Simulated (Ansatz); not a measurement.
Total energies of BH5OSi, SMILES `B[SiH2]O`.

```xyz
8

B     0.153    1.044   -0.889
Si   -0.432   -0.500    0.247
O     0.771   -1.358    0.993
H     1.256    1.510   -0.869
H    -0.647    1.576   -1.604
H    -1.187   -1.505   -0.546
H    -1.380    0.089    1.249
H     1.467   -0.857    1.418
```

Charge 0, multiplicity 1. Geometry: relaxed with PBE0-D4/def2-TZVP. It is one conformer, not always the lowest. Basis def2-TZVPP, Ansatz.

RPA on PBE orbitals: Hartree–Fock energy of these orbitals -391.41360 Eh, correlation -0.82105 Eh (frozen core).

```tsv
functional	kind	energy without D4 (Eh)	D4 term (kJ/mol)
PBE	GGA	-392.33216	-11.0
revPBE	GGA	-392.52282	-34.2
r2SCAN	meta-GGA	-392.53333	-2.6
B97M-V	meta-GGA with VV10	-392.53267	–
r2SCANh	meta-GGA hybrid, 10 %	-392.52730	-2.8
r2SCAN0	meta-GGA hybrid, 25 %	-392.51896	-3.1
HSE06 (plane-wave form)	screened hybrid	-392.36105	-8.6
BHLYP	global hybrid, 50 %	-392.57371	-13.6
ωB97X-V	range-separated hybrid GGA with VV10	-392.54321	–
B2PLYP	double hybrid	-392.42059	–
```

Problem. Give the same for LDA (SPW92), BLYP, PBE0, B3LYP, CAM-B3LYP, LC-ωPBE, ωB97M-V, PBE-QIDH. (Best estimate.)

Solution. The calculation gave: 
```csv
functional,kind,energy without D4 (Eh),D4 term (kJ/mol)
LDA (SPW92),LDA,-390.58296,–
BLYP,GGA,-392.58319,-24.6
PBE0,"global hybrid, 25 % exact exchange",-392.37353,-9.2
B3LYP,"global hybrid, 20 %",-392.65363,-17.9
CAM-B3LYP,range-separated hybrid,-392.58410,-9.3
LC-ωPBE,long-range corrected hybrid,-392.46465,–
ωB97M-V,range-separated hybrid meta-GGA with VV10,-392.54862,–
PBE-QIDH,double hybrid,-392.27620,–
```

B3LYP takes the VWN-RPA correlation (the form of Gaussian; ORCA's B3LYP/G). HSE06 is the plane-wave form, built on full-range PBE exchange. The double hybrids freeze the cores in their second-order part.

LC-ωPBE has ω = 0.4 bohr⁻¹.
